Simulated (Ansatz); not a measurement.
**HB–CH$_{2}$, triplet: the ladder up to UCCSDT(Q)**

Geometry: a point of a stretch scan, not a stationary point.

```xyz
5

B     0.0000   -0.1418    0.6642
C     0.0000    0.0480   -0.5379
H     0.0000    0.6687    1.5405
H     0.0000    1.0413   -0.9906
H     0.0000   -0.7610   -1.2646
```

Basis cc-pVDZ; Ansatz 0.2.0. Only valence electrons are correlated (noble-gas cores frozen), which leaves 10 electrons in 41 orbitals. Prefix R: restricted or restricted open-shell reference; prefix U: unrestricted. Active spaces: pair = (4e, 4o) about the gap.

Full CI isn't at hand for all of this; UCCSDT(Q) serves as the reference, and is uncertain by about the last step of the cluster series. The frozen core follows each run's orbitals, which can shift R against U totals by a few meV.

For open shells CISD is restricted-active-space CI with the open shells as a complete middle space.

- UHF ⟨S²⟩: 2.006
- T1 diagnostic (RCCSD): 0.0138
- largest doubles amplitude (RCCSD): 0.026
- T1 diagnostic (UCCSD): 0.0103

```
   level  E − E(RHF) (eV)
     UHF          -0.0819
    RMP2          -4.8244
    UMP2          -4.8166
   RCCSD          -5.6620
   UCCSD          -5.6638
RCCSD(T)          -5.7861
UCCSD(T)          -5.7866
```

Problem. Estimate how far UCCSDT(Q) in cc-pVDZ lies from RCCSD(T). The table doesn't fix it; the size of (T) and the diagnostics are the guide.

Solution. UCCSDT(Q) in cc-pVDZ lies 0.92 mEh below RCCSD(T), which is 20 % of the (T) step (-4.56 mEh). The diagnostics are small and one determinant leads, so the series closes fast and only a small part of (T) is left.

The other levels:

| level | E − E(UCCSDT(Q)) (mEh) | share of correlation (%) | wall time |
| --- | --- | --- | --- |
| CISD | 16.71 | 92.18 | 2.2 s |
| BCCD(T) | 0.92 | 99.57 | 0.93 s |
| RCCSDT | 0.21 | 99.90 | – |
| UCCSDT | 0.19 | 99.91 | – |
| RCCSDT(Q) | 0.02 | 99.99 | 21 s |
| CASSCF (pair space) | 197.66 | 7.44 | – |
| NEVPT2 (pair space) | 37.52 | 82.43 | 1.1 s |

The correlation energy at UCCSDT(Q), counted from RHF, is -5.811 eV. That run took 18 s on 1 thread of Arm Neoverse V2, shared host.

Times hold each run's SCF and search for its determinant on a shared host, so for small cases they say little of a method's own cost; they ran on 1 thread of Arm Neoverse V2.
